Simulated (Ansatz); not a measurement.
Sb2O3 (Pccn, No. 56), treated with PBEsol (plane waves, PAW; Ansatz, a quantum-chemistry and plane-wave program).

Settings: plane-wave cutoff 520 eV, 8×4×6 k mesh (along the axes of the cell as run), scalar-relativistic PAW data made under PBE.

Computed at the level's own relaxed cell.

Elastic tensor (GPa, Voigt notation, ions relaxed):

```
   33.3     7.1    15.0     0.0     0.0     0.0
    7.1   116.3    -1.2     0.0     0.0     0.0
   15.0    -1.2    94.5     0.0     0.0     0.0
    0.0     0.0     0.0    31.9     0.0     0.0
    0.0     0.0     0.0     0.0    13.7     0.0
    0.0     0.0     0.0     0.0     0.0    30.5
```

**Question.** Work out the Voigt, Reuss and Hill averages of the bulk and shear moduli, Young's modulus and Poisson's ratio from the printed constants.

**Answer.** K_V = [C11 + C22 + C33 + 2(C12 + C13 + C23)]/9 = [244.1 + 2 × 20.9]/9 = 31.8 GPa. G_V = [244.1 − 20.9 + 3 × 76.1]/15 = 30.1 GPa. From the compliances S = C⁻¹, K_R = 25.5 and G_R = 23.1 GPa. Hill means: K = 28.6, G = 26.6 GPa. E = 9KG/(3K + G) = 61 GPa, ν = (3K − 2G)/(6K + 2G) = 0.15, K/G = 1.08.

Note: the relaxation could not lower the start's symmetry, so the cell can be a saddle point above a distorted one.
